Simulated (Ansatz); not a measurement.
The inner images of a band of BCl2H + H2 (6 atoms, charge 0, multiplicity 1) are given out of order.

The calculation used RKS B3LYP-D4/def2-SVP (Ansatz 0.2.0).

First end point:

```xyz
6
Properties=species:S:1:pos:R:3
B -0.030 0.550 0.106
Cl -0.029 1.002 1.794
H 1.004 0.289 -0.438
Cl -1.523 0.483 -0.798
H -0.314 -2.607 0.594
H -0.050 -2.366 1.264
```

Last end point:

```xyz
6
Properties=species:S:1:pos:R:3
B 0.013 -0.349 -0.557
Cl 0.195 -0.215 2.451
H 0.911 0.443 -0.626
Cl -1.625 0.221 -0.824
H 0.180 -1.529 -0.416
H -0.614 -1.220 2.493
```

**Question.** Put them in order from the first end to the last, with their energies above the first end.
A.
```xyz
6
Properties=species:S:1:pos:R:3
B -0.068 0.034 0.215
Cl -0.033 0.500 1.959
H 0.974 -0.063 -0.370
Cl -1.556 0.229 -0.716
H -0.136 -1.817 0.357
H -0.121 -1.532 1.076
```
B.
```xyz
6
Properties=species:S:1:pos:R:3
B -0.051 0.330 0.165
Cl -0.027 0.805 1.853
H 0.971 0.031 -0.379
Cl -1.544 0.344 -0.744
H -0.205 -2.206 0.460
H -0.086 -1.953 1.166
```
C.
```xyz
6
Properties=species:S:1:pos:R:3
B -0.052 -0.363 -0.487
Cl -0.052 -0.069 2.486
H 0.933 0.316 -0.549
Cl -1.589 0.332 -0.955
H -0.027 -1.535 -0.216
H -0.154 -1.331 2.242
```
D.
```xyz
6
Properties=species:S:1:pos:R:3
B -0.072 -0.413 -0.320
Cl -0.062 -0.032 2.419
H 0.950 0.196 -0.444
Cl -1.595 0.271 -0.832
H -0.075 -1.572 0.025
H -0.087 -1.099 1.673
```
E.
```xyz
6
Properties=species:S:1:pos:R:3
B -0.083 -0.310 0.022
Cl -0.051 0.136 2.112
H 0.991 0.023 -0.380
Cl -1.591 0.218 -0.738
H -0.097 -1.583 0.261
H -0.111 -1.134 1.244
```

**Answer.** B (+0.06 eV), A (+0.51 eV), E (+1.39 eV), D (+0.84 eV), C (+0.73 eV).

Run time: 3.5 min on 1 thread of Arm Neoverse V1, with other jobs on the host, peak memory 0.12 GiB.
